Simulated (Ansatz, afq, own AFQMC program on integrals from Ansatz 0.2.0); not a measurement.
**GaBr⁻, quartet → GaBr⁻, doublet**

```xyz
2

Ga    0.0000    0.0000    0.0000
Br    0.0000    0.0000    2.4158
```

E(doublet, charge -1) − E(quartet, charge -1) at this geometry, on UHF and UHF determinants.

Basis aug-cc-pVDZ. Noble-gas cores (and the filled d shells of Ga–Kr and In–Xe) are frozen. Integrals, coupled cluster, full CI and functionals: Ansatz 0.2.0; the random walks run on the same integrals in our own AFQMC program. The CISD trial takes its coefficients from CCSD amplitudes. Released means that phaseless walkers are propagated on without the constraint, phases kept. Uncertainties: one standard error, sampling alone. No spin–orbit coupling. The errors of all members are added in quadrature.

No full CI on the walks' own integrals is used here; CCSDT(Q) serves as the reference and is uncertain by about the last step of the cluster series. Each member takes its own surest rung, up to full CI.

Errors are counted within aug-cc-pVDZ, not against nature.

Cautions: inner d shell frozen; no relativity below Rb; no spin-orbit coupling; GaBr⁻ (quartet): another spin lies lower, at this level and basis the anion state lies above a neutral one.

```csv
level,vertical spin gap (kcal/mol)
CCSD,-58.2
MP2,-55.2
```

Q: From these cheaper values, estimate the vertical spin gap at the reference level in aug-cc-pVDZ.

A: -58.7 kcal/mol (CCSDT(Q) in aug-cc-pVDZ).

```
         level  vertical spin gap (kcal/mol)  error against CCSDT(Q) (kcal/mol)
            HF                         -42.8                               15.9
       CCSD(T)                         -58.7                                0.0
         CCSDT                         -58.7                                0.0
   ph-AFQMC/HF                   -60.3 ± 1.8                         -1.6 ± 1.8
 ph-AFQMC/CISD                   -58.1 ± 0.3                          0.6 ± 0.3
released AFQMC                   -58.5 ± 0.4                          0.2 ± 0.4
```

Correlation beyond CCSD(T) changes it by less than 2 meV. The perturbative (T) step is worth −0.5 kcal/mol.

A walk keeps the symmetry of its determinant, which the program's search chose and which needn't be the lowest solution, so a lower state of the same spin and another symmetry isn't excluded. Released energies are given only where the last usable release times agree within the noise; a slower fall can still hide under it.
